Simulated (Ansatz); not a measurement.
`FC1=COC1`, relaxed with RKS PBE-D4/def2-SVP in Ansatz 0.2.0 from a rough embedded geometry. The force threshold is 0.03 eV/Å; the program also tests the step.

Total charge 0; spin multiplicity 1.

Start:

```xyz
8

F    -1.815   -1.065    0.284
C    -0.641   -0.419    0.007
C     0.042   -0.046   -1.096
O     0.951    0.634   -0.537
C     0.438    0.266    0.810
H    -0.208   -0.186   -2.178
H     0.140    1.168    1.352
H     1.093   -0.351    1.358
```

```json
{"step": "1", "energy (eV)": "-7906.1165", "largest force (eV/Å)": "7.247", "largest move (Å)": "0.000"}
{"step": "2", "energy (eV)": "-7906.5903", "largest force (eV/Å)": "2.814", "largest move (Å)": "0.120"}
{"step": "3", "energy (eV)": "-7906.6854", "largest force (eV/Å)": "0.661", "largest move (Å)": "0.116"}
{"step": "4", "energy (eV)": "-7906.7216", "largest force (eV/Å)": "0.481", "largest move (Å)": "0.066"}
{"step": "5", "energy (eV)": "-7906.7297", "largest force (eV/Å)": "0.256", "largest move (Å)": "0.011"}
{"step": "6 (rejected)", "energy (eV)": "-7906.7240", "largest force (eV/Å)": "0.756", "largest move (Å)": "0.014"}
{"step": "7", "energy (eV)": "-7906.7327", "largest force (eV/Å)": "0.087", "largest move (Å)": "0.007"}
{"step": "8", "energy (eV)": "-7906.7340", "largest force (eV/Å)": "0.015", "largest move (Å)": "0.015"}
```

End:

```xyz
8

F    -1.776   -1.085    0.360
C    -0.682   -0.420    0.006
C    -0.056   -0.060   -1.136
O     1.011    0.610   -0.513
C     0.410    0.270    0.784
H    -0.138   -0.135   -2.228
H     0.137    1.187    1.346
H     1.095   -0.367    1.381
```

Run time 10 s (2 threads of an Arm Neoverse V2 on a shared host); peak host memory 0.15 GiB.
